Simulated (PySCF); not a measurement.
## Löwdin shares of the frontier orbitals

C₂H₇B.
Numbering: `[BH2:1][CH2:2][CH3:3]` (hydrogens: H4, H5 on B1; H6, H7 on C2; H8, H9, H10 on C3)

Structure used (PBE0-D3(BJ)/def2-SVP), in Å, numbered top down from 1:
```xyz
10
C2H7B angstrom
B      1.3220    0.3107    0.4546
C      0.0024   -0.3618   -0.0254
C     -1.3236    0.1768    0.4967
H      2.3869   -0.1102    0.0578
H      1.3271    1.2534    1.2175
H      0.0394   -0.3413   -1.1344
H      0.1120   -1.4453    0.1858
H     -1.3775    0.1087    1.5943
H     -2.1887   -0.3699    0.0904
H     -1.4533    1.2387    0.2363
```

The calculation used TDDFT wB97X-D/def2-SVPD, vertical, gas phase, core orbitals frozen in the response in PySCF.

Frontier orbitals with the atoms that hold most of them (Löwdin shares over 4%, at most four atoms; ? is withheld):

```
orbital  ε (eV)                            atoms
 LUMO+2    2.99   C3 26%, B1 18%, H9 14%, C2 10%
 LUMO+1    2.13      B1 63%, C3 8%, C2 6%, H4 5%
   LUMO    0.72   B1 55%, C2 15%, H5 11%, H4 10%
   HOMO  -10.72                                ?
 HOMO-1  -10.93                                ?
 HOMO-2  -11.66  C3 29%, C2 25%, H10 12%, H8 12%
 HOMO-3  -12.69    C3 32%, C2 22%, B1 13%, H5 9%
```

(1) Which atoms hold the HOMO-1, and with what shares?

(2) Give the leading atoms of the HOMO.

(3) How does S1 compare with the orbital gap of 11.44 eV?

(4) One configuration dominates each of S1, S2, S3, S5, S6 and S7. Which, and how do the shares of the two leading atoms of either orbital change from the occupied to the empty one?

Answers

(1) B1 (bonded to C and 2 H) 35%; H4 (bonded to B) 23%; C3 (bonded to C and 3 H) 12%; H5 (bonded to B) 12%. By element: hydrogen 35% or more, boron 35%, carbon 12% or more.

(2) C2 (bonded to B, C and 2 H) 31%; B1 (bonded to C and 2 H) 26%; C3 (bonded to C and 3 H) 11%; H5 (bonded to B) 10%. By element: carbon 42%, boron 26%, hydrogen 10% or more.

(3) S1 is at 5.90 eV (f = 0.0003), 5.54 eV below the gap, made of HOMO→LUMO (72%), HOMO-1→LUMO (22%). 

(4) 
- S1 (5.90 eV, f 0.0003), HOMO→LUMO (72%): C2 31% → 15%, B1 26% → 55%
- S2 (6.00 eV, f 0.0011), HOMO-1→LUMO (74%): B1 35% → 55%, H4 23% → 10%, C2 at most 13% → 15%
- S3 (7.86 eV, f 0.047), HOMO-2→LUMO (98%): C3 29% → at most 9%, C2 25% → 15%, B1 at most 12% → 55%
- S5 (8.71 eV, f 0.0018), HOMO→LUMO+1 (84%): C2 31% → 6%, B1 26% → 63%, C3 11% → 8%
- S6 (8.90 eV, f 0.069), HOMO-1→LUMO+1 (93%): B1 35% → 63%, H4 23% → 5%, C3 12% → 8%
- S7 (9.53 eV, f 0.0002), HOMO-2→LUMO+1 (74%): C3 29% → 8%, C2 25% → 6%, B1 at most 12% → 63%

Time: 28 s. Hardware: an Arm Neoverse V1 with one thread (shared host).

One conformer stands for the species.
